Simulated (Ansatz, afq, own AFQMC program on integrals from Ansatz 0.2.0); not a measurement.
## Atomization energy of Si₂NH₇, singlet

```
atom    x (Å)    y (Å)    z (Å)
  Si  -1.0537   0.7692  -0.8900
   N   0.1153   0.4978   0.3719
  Si   1.0087  -0.9444   0.7646
   H  -1.3959  -0.5592  -1.4766
   H  -0.5400   1.6591  -1.9804
   H  -2.2906   1.4132  -0.3463
   H   0.3571   1.3195   0.9215
   H   0.4172  -2.0657  -0.0220
   H   0.9164  -1.2515   2.2266
   H   2.4654  -0.8380   0.4308
```

Atoms in their ground-state spins without spin–orbit coupling (mostly on UHF) minus the molecule (RHF), without zero-point energy. The geometry is a stationary point, not shown to be a minimum.

Basis def2-TZVP. Noble-gas cores (and the filled d shells of Ga–Kr and In–Xe) are frozen. Ansatz 0.2.0 and our own AFQMC program on the same integrals; the CISD trial comes from CCSD amplitudes, and released means the phaseless constraint is let go. Error bars are statistical, one sigma. The errors of all members are added in quadrature.

No full CI on the walks' own integrals is used here. The released AFQMC energy serves as the reference, which it does only where one determinant dominates, the energy is flat over the last release times and near the phaseless one (40 meV or 2 meV an electron, half that with transition metals). On small molecules, where full CI could be run and the noise was under 10 meV, such values lay within 10 meV of it in 19 cases of 20, a flattering rate, since the rule was set on those same cases; what remains of the bias isn't in the error bar. Each member takes its own surest rung, up to full CI.

The best estimate is CCSD(T) at the basis-set limit (CBS: def2-TZVPP and def2-QZVPP, with their diffuse functions for anions and beside diffuse sets, CCSD(T) itself extrapolated) plus the step from CCSD(T) to AFQMC with the constraint released in def2-TZVP. Rows without CBS are in def2-TZVP; B2PLYP and the wave-function rows carry a basis error of their own. Core correlation and relativity beyond core potentials are missing, and ± holds the sampling alone.

Cautions: Si₂NH₇ (singlet): the released value is read at 1.50 1/Eh with a noise of 12 meV, more than in the cases checked (meV from the phaseless value at times in 1/Eh: -10 ± 6 at 0.24, -1 ± 8 at 0.51, 12 ± 9 at 0.99, 3 ± 12 at 1.50); other spins of the molecule weren't checked.

(1) Estimate: order these levels by their error in the atomization energy against the best estimate, smallest first.
A. CCSD(T)
B. HF/CBS
C. wB97M-V
D. B2PLYP

Answers

(1) C (3.8 kJ/mol), D (63.1 kJ/mol), A (140.5 kJ/mol), B (789.5 kJ/mol).

Best estimates are given only where the step beyond CCSD(T) is under 0.3 eV and no member's determinant is very poor (T1 over 0.05, or 0.07 for open shells, ⟨S²⟩ too high by 0.3, two states mixed), so the hardest cases are missing from such tables.

The functionals ran in a triple-zeta set and keep a basis error of their own, a few kJ/mol for each bond in atomization energies and more for double hybrids, so close places among them and the extrapolated levels can swap.

Each member of a difference takes its own highest rung, so a best estimate needn't equal the limit plus the step of one row. Released energies are given only where the last usable release times agree within the noise; a slower fall can still hide under it.
